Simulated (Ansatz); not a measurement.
**CHNS: levels of theory**

Aim: for CHNS, compare levels of theory; the runs are relaxing the atoms and single point.

Computed with Ansatz 0.2.0 (CCSD(T) on Hartree-Fock, Gaussian basis cc-pV(Q+d)Z, and further levels as typed in the inputs, unless a step's input says otherwise).

## 1. The system as given

Bond lengths: H1–N2 1.000 Å, N2–C3 1.205 Å, C3–S4 1.570 Å. Angles: H1–N2–C3 131.0°, N2–C3–S4 174.0°.

As a file:

```xyz
4

H    -1.4323   -0.7224    0.0000
N    -0.4323   -0.7224    0.0000
C     0.3582    0.1870    0.0000
S     1.5064    1.2578    0.0000
```

## 2. Relaxing the atoms: CHNS

input.yaml

```yaml
relax:
  f_tol: 0.001
  max_steps: 200
crystal:
  periodic: [false, false, false]
  atoms:
    - { symbol: H, position_ang: [-1.432332, -0.722397, 0.0] }
    - { symbol: "N", position_ang: [-0.432332, -0.722397, 0.0] }
    - { symbol: C, position_ang: [0.358219, 0.187028, 0.0] }
    - { symbol: S, position_ang: [1.506445, 1.257766, 0.0] }
basis:
  gaussian: { orbitals: "cc-pV(Q+d)Z.json" }
hamiltonian:
  xc: hf
correlation:
  method: ccsd_t
```

On the command line:

```bash
> ansatz run input.yaml --threads 8 --pin off --max-ram 16384MiB --backend cpu --events-out ev --progress --plain --runs-dir out
```

Output (excerpt; [...] marks lines left out):

```text
Warning: RAYON_NUM_THREADS=8 ignored (pool sized by the plan → 8); use --threads N
[...]
Functional definition: HF
[...]
1370 factors; integrals over basis functions are off by at most 3.2e-4 eV
[...]
mean field -13346.50294230 eV, -490.4749365448 hartree, gradient 2.0e-6 eV, S^2 0.000000; 0 other end points of the search recorded, 0 dependent functions left out
7 core orbitals not correlated: weight in the atoms' cores, before any rotation towards them, 1.000 or more for the frozen orbitals, at most 0.000 for the correlated occupied ones
reference -13346.50294230 eV, -490.4749365448 hartree; 8, 8 occupied and 189, 189 virtual orbitals, 1370 factors
second order -15.22854206 eV of doubles, -0.00000000 eV of singles
cycle   1  -14.75076321 eV  change    4.8e-1 eV  update   1.2e-1
[...]
perturbative correction -0.94000402 eV, -0.0345445105 hartree
[...]
relax step   1: F+E_penalty+E_count = -13362.76759704 eV  Δ(F+E_penalty+E_count) = +0.000e0 eV  max|allowed force component| = 1.606e-1 eV/Å  Δτ_max = 0.0000 Å  (61 SCF iters, accepted)
[...]
relax step   6: F+E_penalty+E_count = -13362.76811881 eV  Δ(F+E_penalty+E_count) = -5.614e-6 eV  max|allowed force component| = 8.482e-3 eV/Å  Δτ_max = 0.0016 Å  (36 SCF iters, accepted)
[...]
relax step   7: F+E_penalty+E_count = -13362.76811888 eV  Δ(F+E_penalty+E_count) = -6.976e-8 eV  max|allowed force component| = 5.677e-5 eV/Å  Δτ_max = 0.0001 Å  (29 SCF iters, accepted)
1370 factors; integrals over basis functions are off by at most 3.1e-4 eV
[...]
mean field -13346.49739831 eV, -490.4747328072 hartree, gradient 3.1e-6 eV, S^2 0.000000; 1 other end points of the search recorded, 0 dependent functions left out
7 core orbitals not correlated: weight in the atoms' cores, before any rotation towards them, 1.000 or more for the frozen orbitals, at most 0.000 for the correlated occupied ones
reference -13346.49739831 eV, -490.4747328072 hartree; 8, 8 occupied and 189, 189 virtual orbitals, 1370 factors
second order -15.23326704 eV of doubles, -0.00000000 eV of singles
[...]
cycle  12  -15.32901524 eV  change   -7.9e-6 eV  update   4.1e-6
[...]
perturbative correction -0.94170539 eV, -0.0346070348 hartree
[...]
Total energy: -13362.76811894 eV, -491.0726707616 hartree
Atom 0 at    -1.434121    -0.720232    -0.000000 Å, force    -0.000057     0.000017    -0.000000 eV/Å
Atom 1 at    -0.430393    -0.726245    -0.000000 Å, force     0.000040    -0.000033     0.000000 eV/Å
Atom 2 at     0.357143     0.187237     0.000000 Å, force     0.000049     0.000028     0.000000 eV/Å
Atom 3 at     1.507371     1.259241    -0.000000 Å, force    -0.000032    -0.000012    -0.000000 eV/Å
Dipole moment:    -0.410389    -0.059144    -0.000000 e Å
```

Run time: 7.7 min. Hardware: 8 threads of Arm Neoverse V1, shared host; peak memory 6.3 GiB.

Step by step:

```csv
step,energy from step 1 (eV),largest force component (eV/Å)
1,0.0000,0.1606
2,-0.0004,0.0581
3,-0.0005,0.0185
4,-0.0005,0.0154
5,-0.0005,0.0072
6,-0.0005,0.0085
7,-0.0005,0.0001
```

Step 1 is the start.

Before: Bond lengths: H1–N2 1.000 Å, N2–C3 1.205 Å, C3–S4 1.570 Å. Angles: H1–N2–C3 131.0°, N2–C3–S4 174.0°.

After: Bond lengths: H1–N2 1.004 Å, N2–C3 1.206 Å, C3–S4 1.572 Å. Angles: H1–N2–C3 130.4°, N2–C3–S4 173.7°.

## 3. Single point: Hartree-Fock, Gaussian basis cc-pCVQZ

It takes the final geometry of step 2.

input.yaml

```yaml
crystal:
  periodic: [false, false, false]
  atoms:
    - { symbol: H, position_ang: [-1.43412063, -0.72023214, 0.0] }
    - { symbol: "N", position_ang: [-0.43039348, -0.72624534, 0.0] }
    - { symbol: C, position_ang: [0.35714324, 0.18723687, 0.0] }
    - { symbol: S, position_ang: [1.50737088, 1.2592406, 0.0] }
basis:
  gaussian: { orbitals: cc-pCVQZ.json }
hamiltonian:
  xc: hf
output:
  orbitals: {}
```

On the command line:

```bash
> ansatz run input.yaml --threads 8 --pin off --max-ram 16384MiB --backend cpu --events-out ev --progress --plain --runs-dir out
```

Output:

```text
Warning: RAYON_NUM_THREADS=8 ignored (pool sized by the plan → 8); use --threads N
Engine: ansatz 0.2.0, aarch64-unknown-linux-gnu
[... 1 set-up line as earlier in the session ...]
  exchange = exact_x
  correlation = 0
1451 factors; their error is unknown
mean field evaluation 1: about -13344.7355 eV, gradient 2.8e1 eV
mean field evaluation 2: about -13345.6611 eV, gradient 2.0e1 eV
mean field evaluation 4: about -13346.4340 eV, gradient 8.0e-1 eV
mean field evaluation 8: about -13346.4390 eV, gradient 6.3e-2 eV
mean field -13346.50897462 eV, -490.4751582286 hartree, gradient 2.3e-5 eV, S^2 0.000000; 0 other end points of the search recorded, 0 dependent functions left out
reference -13346.50897462 eV, -490.4751582286 hartree; 15, 15 occupied and 292, 292 virtual orbitals, 1451 factors
Total energy: -13346.50897462 eV, -490.4751582286 hartree
```

Wall time 1.6 s (8 threads of Arm Neoverse V1, shared host); peak memory 0.68 GiB.

## 4. Single point: PBE, Gaussian basis cc-pCVQZ

It takes the final geometry of step 2.

Changes to input.yaml since step 3:

```diff
@@ -10,3 +10,3 @@
 hamiltonian:
-  xc: hf
+  xc: pbe
 output:
```

On the command line:

```bash
> ansatz run input.yaml --threads 8 --pin off --max-ram 16384MiB --backend cpu --events-out ev --progress --plain --runs-dir out
```

Output:

```text
Warning: RAYON_NUM_THREADS=8 ignored (pool sized by the plan → 8); use --threads N
[... 1 set-up line as earlier in the session ...]
Functional definition: PBE
  parameter kappa = 0.804
  parameter beta = 0.06672455060314922
  exchange = pbe_x(kappa = kappa, mu = beta*pi^2/3)
  correlation = pbe_c(beta = beta)
1202 factors; their error is unknown
mean field evaluation 1: about -13358.9339 eV, gradient 8.1e1 eV
mean field evaluation 2: about -13266.3138 eV, gradient 1.9e2 eV
mean field evaluation 4: about -13367.1327 eV, gradient 5.2e1 eV
mean field evaluation 8: about -13372.6355 eV, gradient 8.5e-2 eV
mean field evaluation 16: about -13372.6306 eV, gradient 3.5e-5 eV
mean field -13372.63058019 eV, -491.4351095274 hartree, gradient 3.5e-5 eV, S^2 0.000000; 0 other end points of the search recorded, 0 dependent functions left out
reference -13372.63060892 eV, -491.4351105833 hartree; 15, 15 occupied and 292, 292 virtual orbitals, 1202 factors
Total energy: -13372.63060892 eV, -491.4351105833 hartree
```

It took 0.89 s on 8 threads of Arm Neoverse V1, shared host; peak memory 0.45 GiB.

## 5. Single point: B3LYP, Gaussian basis cc-pCVQZ

It takes the final geometry of step 2.

Changes to input.yaml since step 4:

```diff
@@ -10,3 +10,3 @@
 hamiltonian:
-  xc: pbe
+  xc: { name: B3LYP }
 output:
```

On the command line:

```bash
> ansatz run input.yaml --threads 8 --pin off --max-ram 16384MiB --backend cpu --events-out ev --progress --plain --runs-dir out
```

Output:

```text
Warning: RAYON_NUM_THREADS=8 ignored (pool sized by the plan → 8); use --threads N
[... 1 set-up line as earlier in the session ...]
Functional definition: B3LYP
  parameter a0 = 0.2
  parameter ax = 0.72
  parameter ac = 0.81
  exchange = (1 - a0 - ax)*slater_x + ax*b88_x + a0*exact_x
  correlation = (1 - ac)*vwn_rpa_c + ac*lyp_c
1237 factors; their error is unknown
mean field evaluation 1: about -13372.2046 eV, gradient 6.4e1 eV
mean field evaluation 2: about -13337.6326 eV, gradient 1.3e2 eV
mean field evaluation 4: about -13380.0379 eV, gradient 1.6e1 eV
mean field evaluation 8: about -13380.5688 eV, gradient 4.8e-1 eV
mean field evaluation 16: about -13380.5788 eV, gradient 7.2e-5 eV
mean field -13380.57883401 eV, -491.7272024679 hartree, gradient 7.2e-5 eV, S^2 0.000000; 0 other end points of the search recorded, 0 dependent functions left out
reference -13380.57902279 eV, -491.7272094053 hartree; 15, 15 occupied and 292, 292 virtual orbitals, 1237 factors
Total energy: -13380.57902279 eV, -491.7272094053 hartree
```

It took 1.2 s on 8 threads of Arm Neoverse V1, shared host; peak memory 0.67 GiB.

## 6. Single point: PBE0, Gaussian basis cc-pCVQZ

It takes the final geometry of step 2.

Changes to input.yaml since step 5:

```diff
@@ -10,3 +10,3 @@
 hamiltonian:
-  xc: { name: B3LYP }
+  xc: pbe0
 output:
```

On the command line:

```bash
> ansatz run input.yaml --threads 8 --pin off --max-ram 16384MiB --backend cpu --events-out ev --progress --plain --runs-dir out
```

Output:

```text
Warning: RAYON_NUM_THREADS=8 ignored (pool sized by the plan → 8); use --threads N
[... 1 set-up line as earlier in the session ...]
Functional definition: PBE0
  parameter a = 0.25
[... 2 set-up lines as earlier in the session ...]
  exchange = (1 - a)*pbe_x(kappa = kappa, mu = beta*pi^2/3) + a*exact_x
[... 1 set-up line as earlier in the session ...]
1248 factors; their error is unknown
mean field evaluation 1: about -13366.6607 eV, gradient 5.7e1 eV
mean field evaluation 2: about -13343.8073 eV, gradient 1.1e2 eV
mean field evaluation 4: about -13372.9534 eV, gradient 1.1e1 eV
mean field evaluation 8: about -13373.1958 eV, gradient 4.5e-1 eV
mean field evaluation 16: about -13373.2097 eV, gradient 5.4e-5 eV
mean field -13373.20965590 eV, -491.4563901672 hartree, gradient 5.4e-5 eV, S^2 0.000000; 0 other end points of the search recorded, 0 dependent functions left out
reference -13373.20967724 eV, -491.4563909514 hartree; 15, 15 occupied and 292, 292 virtual orbitals, 1248 factors
Total energy: -13373.20967724 eV, -491.4563909514 hartree
```

Run time: 1.2 s. Hardware: 8 threads of Arm Neoverse V1, shared host; peak memory 0.67 GiB.

## 7. Single point: wB97X-V, Gaussian basis cc-pCVQZ

It takes the final geometry of step 2.

Changes to input.yaml since step 6:

```diff
@@ -10,3 +10,3 @@
 hamiltonian:
-  xc: pbe0
+  xc: { name: wB97X-V }
 output:
```

On the command line:

```bash
> ansatz run input.yaml --threads 8 --pin off --max-ram 16384MiB --backend cpu --events-out ev --progress --plain --runs-dir out
```

Output (excerpt; [...] marks lines left out):

```text
Warning: RAYON_NUM_THREADS=8 ignored (pool sized by the plan → 8); use --threads N
[...]
Functional definition: wB97X-V
[...]
      + integral(e_c_pw_opposite_spin*poly(b97_u_opposite, cos0, cos1)) + vv10(b, c)
1222 factors; their error is unknown
154 factors; integrals over basis functions are off by at most 5.6e-5 eV
[...]
mean field -13377.30733692 eV, -491.6069771672 hartree, gradient 7.7e-5 eV, S^2 0.000000; 0 other end points of the search recorded, 0 dependent functions left out
reference -13377.30733553 eV, -491.6069771163 hartree; 15, 15 occupied and 292, 292 virtual orbitals, 1222 factors
Total energy: -13377.30733553 eV, -491.6069771163 hartree
```

It took 2 s on 8 threads of Arm Neoverse V1, shared host; peak memory 0.76 GiB.

## 8. Single point: BHLYP, Gaussian basis cc-pCVQZ

It takes the final geometry of step 2.

Changes to input.yaml since step 7:

```diff
@@ -10,3 +10,3 @@
 hamiltonian:
-  xc: { name: wB97X-V }
+  xc: { name: BHLYP }
 output:
```

On the command line:

```bash
> ansatz run input.yaml --threads 8 --pin off --max-ram 16384MiB --backend cpu --events-out ev --progress --plain --runs-dir out
```

Output:

```text
Warning: RAYON_NUM_THREADS=8 ignored (pool sized by the plan → 8); use --threads N
[... 1 set-up line as earlier in the session ...]
Functional definition: BHLYP
  parameter a = 0.5
  exchange = (1 - a)*b88_x + a*exact_x
  correlation = lyp_c
1363 factors; their error is unknown
mean field evaluation 1: about -13374.3802 eV, gradient 4.4e1 eV
mean field evaluation 2: about -13369.1154 eV, gradient 6.3e1 eV
mean field evaluation 4: about -13378.1904 eV, gradient 2.7e0 eV
mean field evaluation 8: about -13378.2073 eV, gradient 5.6e-2 eV
mean field evaluation 16: about -13378.2399 eV, gradient 1.3e-4 eV
mean field -13378.23985858 eV, -491.6412467060 hartree, gradient 3.3e-5 eV, S^2 0.000000; 0 other end points of the search recorded, 0 dependent functions left out
reference -13378.23998532 eV, -491.6412513638 hartree; 15, 15 occupied and 292, 292 virtual orbitals, 1363 factors
Total energy: -13378.23998532 eV, -491.6412513638 hartree
```

It took 1.4 s on 8 threads of Arm Neoverse V1, shared host; peak memory 0.68 GiB.

## 9. Results

```
step                                                level  energy (eV)  charge  2S+1 typed  ⟨S²⟩  dipole (D)     time
   2  CCSD(T) on Hartree-Fock, Gaussian basis cc-pV(Q+d)Z   -13362.768       0           1  0.00        1.99  7.7 min
   3                Hartree-Fock, Gaussian basis cc-pCVQZ   -13346.509       0           1  0.00         n/a    1.6 s
   4                         PBE, Gaussian basis cc-pCVQZ   -13372.631       0           1  0.00         n/a   0.89 s
   5                       B3LYP, Gaussian basis cc-pCVQZ   -13380.579       0           1  0.00         n/a    1.2 s
   6                        PBE0, Gaussian basis cc-pCVQZ   -13373.210       0           1  0.00         n/a    1.2 s
   7                     wB97X-V, Gaussian basis cc-pCVQZ   -13377.307       0           1  0.00         n/a      2 s
   8                       BHLYP, Gaussian basis cc-pCVQZ   -13378.240       0           1  0.00         n/a    1.4 s
```

Totals of different systems or levels have different zeros; only balanced differences at one level mean anything.

The rows set the runs side by side; convergence of the settings was not tested in this session.
